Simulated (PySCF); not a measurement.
## Building multiplets from coupling constants

Molfile (atoms numbered from 1):
```
C2H4F2O
     RDKit          3D

  9  8  0  0  0  0  0  0  0  0999 V2000
   -1.4460    0.7209   -0.0167 O   0  0  0  0  0  0  0  0  0  0  0  0
   -0.5946   -0.3867   -0.0222 C   0  0  0  0  0  0  0  0  0  0  0  0
    0.8654    0.0327   -0.2150 C   0  0  0  0  0  0  0  0  0  0  0  0
    1.3042    0.6935    0.8891 F   0  0  0  0  0  0  0  0  0  0  0  0
    1.6607   -1.0505   -0.3569 F   0  0  0  0  0  0  0  0  0  0  0  0
   -1.2294    1.2852    0.7360 H   0  0  0  0  0  0  0  0  0  0  0  0
   -0.6688   -0.9696    0.9057 H   0  0  0  0  0  0  0  0  0  0  0  0
   -0.8920   -1.0144   -0.8647 H   0  0  0  0  0  0  0  0  0  0  0  0
    1.0141    0.6949   -1.0806 H   0  0  0  0  0  0  0  0  0  0  0  0
  1  2  1  0
  2  3  1  0
  3  4  1  0
  3  5  1  0
  1  6  1  0
  2  7  1  0
  2  8  1  0
  3  9  1  0
M  END
```

- couplings computed with B3LYP/pcJ-1
- GIAO PBE0/pcSseg-1 shieldings
- GFN2-xTB structure
- program: PySCF 2.14
- non-relativistic Hamiltonian, one computed conformer, fast rotation and ring inversion assumed for equivalent nuclei, no solvent

References, each an isolated molecule treated in the same way: ¹H (σref 31.72) vs TMS; CFCl3 for ¹⁹F (σref 170.95).

Spectrometer: 400 MHz for ¹H. First-order analysis; couplings under 1 Hz (under 4 Hz in carbon signals) are ignored, and nearly equal couplings are merged; the smaller ones broaden or split the lines further.

(1) What pattern does H9 show (¹H)?

(2) What pattern does H7/H8 show (¹H)?

(3) What pattern does F4/F5 show (¹⁹F)?

## Answers

(1) A triplet of triplets at δ 6.10: 62.8 Hz to F4/F5 (2 × ¹⁹F, 2 bonds away), 3.8 Hz to H7/H8 (2 × ¹H, 3 bonds away). Lines in Hz from the centre (relative intensity): +66.6 (1), +62.8 (2), +59.0 (1), +3.8 (2), +0.0 (4), -3.8 (2), -59.0 (1), -62.8 (2), -66.6 (1). The outer lines are 133.2 Hz apart, the sum of the couplings kept, or 0.333 ppm at this field.

(2) A triplet of doublets at δ 4.00: 12.3 Hz to F4/F5 (2 × ¹⁹F, 3 bonds away), 3.8 Hz to H9 (1 × ¹H, 3 bonds away). Lines in Hz from the centre (relative intensity): +14.2 (1), +10.4 (1), +1.9 (2), -1.9 (2), -10.4 (1), -14.2 (1). The outer lines are 28.4 Hz apart, the sum of the couplings kept, or 0.071 ppm at this field.

(3) A doublet of triplets at δ -148.8: 62.8 Hz to H9 (1 × ¹H, 2 bonds away), 12.3 Hz to H7/H8 (2 × ¹H, 3 bonds away). Lines in Hz from the centre (relative intensity): +43.7 (1), +31.4 (2), +19.1 (1), -19.1 (1), -31.4 (2), -43.7 (1). The outer lines are 87.4 Hz apart, the sum of the couplings kept, or 0.232 ppm at this field.

Exchangeable OH/NH protons stand at their gas-phase positions; hydrogen bonding in a real sample shifts them, mostly to higher δ. Unscaled 3J(H,H) at this level run about 10 % above measured values. Chain 3J(H,H) values assume equally populated staggered rotamers: (2 J gauche + J anti)/3. Only one conformer was computed, so three-bond couplings in flexible chains and rings are approximate.
